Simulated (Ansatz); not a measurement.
**BNHO (quartet): relaxing a cheap start**

Where does this start of BNHO (quartet) end when it is relaxed?

Method: UKS PBE0/def2-TZVP; program: Ansatz 0.2.0, Gaussian basis.

## (1) Where the work starts

4 atoms, charge 0, spin multiplicity 4.

Atoms are counted from 1 here; the program's logs count them from 0.

Bond lengths: B1–O2 1.303 Å, B1–N3 1.430 Å, N3–H4 1.017 Å. Angles: O2–B1–N3 102.8°, B1–N3–H4 126.3°.

Geometry (Å):

| atom | x (Å) | y (Å) | z (Å) |
| --- | --- | --- | --- |
| B1 | -0.4067 | -0.5148 | -0.0030 |
| O2 | -0.7224 | 0.7492 | 0.0167 |
| N3 | 1.0234 | -0.4835 | -0.0160 |
| H4 | 1.6077 | 0.3483 | -0.0105 |

The start was built by rule and, where that kept it together, relaxed with GFN2-xTB. Sticks and bond lists go by distance. 

## (2) The run

File in.yaml:

```yaml
crystal:
  periodic: [false, false, false]
  atoms:
    - {symbol: B, position_ang: [-0.406702, -0.514811, -0.002986]}
    - {symbol: O, position_ang: [-0.722387, 0.749240, 0.016682]}
    - {symbol: N, position_ang: [1.023376, -0.483542, -0.015996]}
    - {symbol: H, position_ang: [1.607733, 0.348306, -0.010488]}
basis:
  gaussian: {orbitals: def2-TZVP}
magnetization: {spin_polarized: true, initial_magnetization: 3}
hamiltonian: {xc: pbe0}
relax: {f_tol: 0.004, max_steps: 80}
```

On the command line:

```bash
$ ansatz run in.yaml --threads 1 --pin off --events-out ev --progress --plain --max-ram 2176MiB
```

**Question.** What will these runs give? Wanted: energy gained; shift from the start; total energy; dipole moment; ⟨S²⟩.

As calculated:

```
                  quantity          value
                     steps              7
             energy gained       0.011 eV
shift from the start (rms)        0.019 Å
              total energy  -4222.1543 eV
             dipole moment         2.25 D
                      ⟨S²⟩          3.769
```

What this shows: The bonds of the start are those of the end. B1–N3 went from 1.430 to 1.456 Å. No vibrations were run, so this is a stationary point, not a proven minimum, and this spin need not be the ground state's.
